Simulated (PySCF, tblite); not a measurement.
**Complex of water and 4 × ammonia**

A gas-phase complex of water and 4 × ammonia; neutral, singlet. The structure comes from a short search (6 tight-binding starts) and was relaxed by PBE0-D3(BJ)/def2-SVPD; another way of binding may lie lower. No frequency run checks that it is a minimum.

Parts: 1 = water (O), atoms 1–3; 2 = ammonia (N), atoms 4–7; 3 = ammonia (N), atoms 8–11; 4 = ammonia (N), atoms 12–15; 5 = ammonia (N), atoms 16–19.

| atom | part | x (Å) | y (Å) | z (Å) |
| --- | --- | --- | --- | --- |
| O1 | 1 | 0.592 | -0.076 | 1.022 |
| H2 | 1 | 0.220 | -0.154 | 1.903 |
| H3 | 1 | 0.075 | -0.718 | 0.465 |
| N4 | 2 | -0.246 | 2.518 | -0.274 |
| H5 | 2 | 0.007 | 2.463 | -1.257 |
| H6 | 2 | 0.102 | 1.661 | 0.172 |
| H7 | 2 | 0.282 | 3.294 | 0.116 |
| N8 | 3 | -3.273 | 2.223 | 0.296 |
| H9 | 3 | -3.804 | 2.895 | -0.252 |
| H10 | 3 | -2.276 | 2.386 | 0.093 |
| H11 | 3 | -3.421 | 2.469 | 1.271 |
| N12 | 4 | -3.748 | -0.761 | -0.366 |
| H13 | 4 | -3.631 | 0.238 | -0.140 |
| H14 | 4 | -4.289 | -1.178 | 0.386 |
| H15 | 4 | -4.328 | -0.814 | -1.199 |
| N16 | 5 | -0.880 | -1.765 | -0.601 |
| H17 | 5 | -1.874 | -1.488 | -0.558 |
| H18 | 5 | -0.820 | -2.755 | -0.380 |
| H19 | 5 | -0.574 | -1.663 | -1.565 |

Contacts between parts, classed by geometry: H3···N16 1.774 Å (hydrogen bond, 176°); H6···O1 1.995 Å (hydrogen bond, 174°); H17···N12 2.019 Å (hydrogen bond, 174°); H13···N8 2.064 Å (hydrogen bond, 176°); H10···N4 2.068 Å (hydrogen bond, 174°).

Interaction energies are complex less parts, with the parts frozen as they stand in it; counterpoise-corrected, in kcal/mol (PySCF).

Q: How strongly do the parts interact, level by level?

A: 
```
                 level  interaction  superposition error removed
wB97M-D3(BJ)/def2-SVPD       -26.21                        -4.17
 PBE0-D3(BJ)/def2-SVPD       -29.32                        -4.05
```

Q: What holds them together? Decompose the wB97M-D3(BJ)/def2-SVPD energy: frozen parts, their antisymmetrised product, then relaxation.

A: electrostatic -49.9, Pauli repulsion +53.5, orbital relaxation -29.2, dispersion correction -4.7 kcal/mol, which sum to the value before the counterpoise correction; the Pauli term holds the exchange-correlation of the frozen density too. Of the attraction, 60 % is electrostatic, 35 % is orbital relaxation, 6 % is dispersion correction.

The parts were also relaxed and run alone, at the levels used for the complex: shieldings by PBE0/pcSseg-1; core levels by delta-SCF with SCAN, pcX-2 on the ionised atom and pcseg-1 elsewhere, spin-free X2C.

Q: How do these values change when the complex forms?

A: 
| property | alone | in the complex | change |
| --- | --- | --- | --- |
| O1–H3 bond (Å) | 0.961 | 0.995 | +0.034 |
| shielding of H3 (ppm) | 30.93 | 22.94 | -7.99 |
| shielding of N16 (ppm) | 266.6 | 245.0 | -21.6 |
| shielding of H6 (ppm) | 31.64 | 27.49 | -4.15 |
| shielding of O1 (ppm) | 335.3 | 314.6 | -20.7 |
| O1 1s core level (eV) | 539.76 | 537.62 | -2.13 |
| N4 1s core level (eV) | 405.54 | 404.57 | -0.97 |
| N16 1s core level (eV) | 405.54 | 404.75 | -0.79 |

Density functionals tend to overstate the lengthening and the red shift of so strongly bound an X–H bond.
